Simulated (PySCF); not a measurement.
Method: TPSSh-D3(BJ)/def2-TZVP run with PySCF. Gas-phase values, no solvent. 

Reference species (SMILES): `[Cl][AlH]` (neutral, multiplicity 2).

The dipole moment is 1.49 D.

Changed species: `[Cl]` (radical fragment; the reference has radical fragment).

Question: Predict the effect on the dipole moment.

Answer: the dipole moment falls by 1.49 D, to 0.00 D.
